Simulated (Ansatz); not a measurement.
# CH2AlO radical: one structure at several levels

The atoms stand at a structure displaced at random from a GFN2-xTB minimum. How far do the functionals agree with CCSD(T) there?

The runs use Ansatz 0.2.0, Gaussian basis; single points in def2-TZVPP.

Cores are frozen in the correlated methods. Orbitals are unrestricted. B3LYP uses VWN-RPA correlation.

## (1) Starting geometry

SMILES `[CH2]1[O][Al]1`, 5 atoms, charge 0, spin multiplicity 2.

Atoms are counted from 1 here; the program's logs count them from 0.

Bond lengths: C1–O2 1.504 Å, C1–Al3 2.105 Å, C1–H4 1.056 Å, C1–H5 1.276 Å, O2–Al3 1.714 Å. Angles: O2–C1–Al3 53.6°, O2–C1–H4 121.8°, O2–C1–H5 116.7°, Al3–C1–H4 126.1°, Al3–C1–H5 123.6°, H4–C1–H5 106.1°, C1–O2–Al3 81.4°, C1–Al3–O2 44.9°.

Geometry (Å):

```
C    -0.02380    0.27550   -0.25730
O    -0.68430   -0.61230    0.76110
Al    0.55660   -1.68190    0.25620
H    -0.51620    0.56600   -1.14570
H     0.55610    1.32290    0.18410
```

## (2) CCSD(T)/def2-TZVPP

File run/in.yaml:

```yaml
crystal:
  periodic: [false, false, false]
  atoms:
    - {symbol: C, position_ang: [-0.023800, 0.275500, -0.257300]}
    - {symbol: O, position_ang: [-0.684300, -0.612300, 0.761100]}
    - {symbol: Al, position_ang: [0.556600, -1.681900, 0.256200]}
    - {symbol: H, position_ang: [-0.516200, 0.566000, -1.145700]}
    - {symbol: H, position_ang: [0.556100, 1.322900, 0.184100]}
basis:
  gaussian: {orbitals: def2-TZVPP}
magnetization: {spin_polarized: true, initial_magnetization: 1}
correlation: {method: ccsd_t}
scf: {omitted_lower_state_checks: [cluster_reference]}
output: {forces: true}
```

The command line of these runs was not kept.

## (3) PBE0-D4/def2-TZVPP

run/in.yaml: that of step 2 with these lines changed.

```diff
@@ -11,4 +11,3 @@
 magnetization: {spin_polarized: true, initial_magnetization: 1}
-correlation: {method: ccsd_t}
-scf: {omitted_lower_state_checks: [cluster_reference]}
-output: {forces: true}
+hamiltonian: {xc: pbe0, dispersion: d4}
+output: {forces: true, orbitals: {seedname: orbitals}}
```

## (4) wB97M-V/def2-TZVPP

run/in.yaml: that of step 3 with these lines changed.

```diff
@@ -11,3 +11,3 @@
 magnetization: {spin_polarized: true, initial_magnetization: 1}
-hamiltonian: {xc: pbe0, dispersion: d4}
-output: {forces: true, orbitals: {seedname: orbitals}}
+hamiltonian: {xc: {name: wB97M-V}}
+output: {forces: true}
```

## (5) r2SCAN-D4/def2-TZVPP

run/in.yaml: that of step 4 with these lines changed.

```diff
@@ -11,3 +11,3 @@
 magnetization: {spin_polarized: true, initial_magnetization: 1}
-hamiltonian: {xc: {name: wB97M-V}}
+hamiltonian: {xc: r2scan, dispersion: d4}
 output: {forces: true}
```

## (6) PBE-D4/def2-TZVPP

run/in.yaml: that of step 5 with these lines changed.

```diff
@@ -11,3 +11,3 @@
 magnetization: {spin_polarized: true, initial_magnetization: 1}
-hamiltonian: {xc: r2scan, dispersion: d4}
+hamiltonian: {xc: pbe, dispersion: d4}
 output: {forces: true}
```

## (7) B3LYP-D4/def2-TZVPP

run/in.yaml: that of step 6 with these lines changed.

```diff
@@ -11,3 +11,3 @@
 magnetization: {spin_polarized: true, initial_magnetization: 1}
-hamiltonian: {xc: pbe, dispersion: d4}
+hamiltonian: {xc: {name: B3LYP}, dispersion: d4}
 output: {forces: true}
```

## (8) r2SCANh-D4/def2-TZVPP

run/in.yaml: that of step 7 with these lines changed.

```diff
@@ -11,3 +11,3 @@
 magnetization: {spin_polarized: true, initial_magnetization: 1}
-hamiltonian: {xc: {name: B3LYP}, dispersion: d4}
+hamiltonian: {xc: {name: r2SCANh}, dispersion: d4}
 output: {forces: true}
```

(Steps that only read results are left out.)

Before running it: what results should come out? Wanted: energy less free atoms, CCSD(T)/def2-TZVPP; RMS force component; RMS force error; HOMO and LUMO, PBE0-D4; T1 diagnostic.

As calculated:

```
                                  quantity                                                                                               value
energy less free atoms, CCSD(T)/def2-TZVPP                                                                                          -16.374 eV
                       RMS force component                                                                1.682 to 1.862 eV/Å over the methods
                           RMS force error  PBE0-D4 0.234, wB97M-V 0.136, r2SCAN-D4 0.233, PBE-D4 0.298, B3LYP-D4 0.120, r2SCANh-D4 0.227 eV/Å
                    HOMO and LUMO, PBE0-D4                                                                                  -6.45 and -3.30 eV
                             T1 diagnostic                                                                                               0.032
```

Against CCSD(T) the functionals' energies less atoms differ by -1.319 to -0.590 eV, PBE-D4 by -1.319 eV. The reference is not at the basis limit: in triple zeta CCSD(T) underbinds, which counts against methods that bind more; the gaps are no ranking. On forces the order runs from B3LYP-D4 to PBE-D4. Frozen-core CCSD(T) forces in triple zeta carry basis errors of their own, and this is one geometry, so small gaps rank nothing. The unrestricted reference is spin-contaminated, which hurts MP2 most.
